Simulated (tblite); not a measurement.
# Br2FH: the cost of one run

Programs: tblite 0.8.0 and PySCF 2.14.0. All values are calculated, for the isolated system unless a continuum is named. Atoms count from 0, parts from 1.

### Step 1. The system as given

4 atoms, charge 0, multiplicity 1; geometry: rigid parts in contact. Parts: 1 = atoms 0–1, `BrBr`, charge 0; 2 = atoms 2–3, `F`, charge 0.

### Step 2. Docking the parts with GFN2-xTB

The job: settings as JSON, then the geometry in Å.

```
{"job": {"kind": "dock", "xc": "GFN2-xTB", "basis": "xTB"}, "charge": 0, "multiplicity": 1, "parts": [{"atoms": "0-1", "charge": 0, "multiplicity": 1}, {"atoms": "2-3", "charge": 0, "multiplicity": 1}]}
Br     1.140718    -0.002934     0.002930
Br    -1.140718     0.002934    -0.002930
F      2.506399    -3.020921    -0.802860
H      2.215259    -2.388376    -0.182681
```

With the program's defaults for keys left out, this is: GFN2-xTB search for minima from random contacts, gas phase.

Started as:

```console
> OMP_NUM_THREADS=1 python cluster_run.py task.json out
```

This one command runs all jobs of the session in turn.

Q: Estimate the wall time of this first job on 1 thread of AMD EPYC, shared host.

About 2.3 s.
